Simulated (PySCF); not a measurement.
Simulated Si 2p region for `[SiH3]CB`, binding energy against the vacuum level.

Every computed line was given a Gaussian of 0.5 eV full width at half maximum and an area set by the number of equivalent atoms (split 2:1 within a doublet); the highest printed point is 100. Level of theory: delta-SCF UKS SCAN, pcX-2 on the ionised atom, pcseg-1 elsewhere, spin-free X2C (PySCF 2.14.0).

(binding energy (eV), intensity): (106.3, 0), (106.4, 2), (106.5, 6), (106.6, 17), (106.7, 36), (106.8, 63), (106.9, 89), (107.0, 100), (107.1, 92), (107.2, 71), (107.3, 52), (107.4, 45), (107.5, 48), (107.6, 51), (107.7, 47), (107.8, 35), (107.9, 22), (108.0, 10), (108.1, 4), (108.2, 1), (108.3, 0)

Count the maxima, the lines and the sites behind this envelope.

The curve has 2 maxima (at 107.0 and 107.6 eV). Under it lie 2 lines from 1 inequivalent silicon site, drawn as a 2p3/2, 2p1/2 pair.

Decompose the envelope and assign each component. Numbering: `[BH2:1][CH2:2][SiH3:3]`.

```csv
position (eV),relative area,line,atoms,environment
107.00,0.67,Si 2p3/2,Si3,SiH3 silicon
107.63,0.33,Si 2p1/2,Si3,SiH3 silicon
```

No satellites, vibrations or lifetime broadening are included. The 2p values add to the ΔSCF energy of one spin-free hole a correction within the shell (spin–orbit coupling, ligand field). 2p1/2 minus 2p3/2 (ligand field included): Si 0.62 eV. The structure is a single PBE0-D3(BJ)/def2-SVP conformer in the gas phase; no vibrational or solvent corrections.
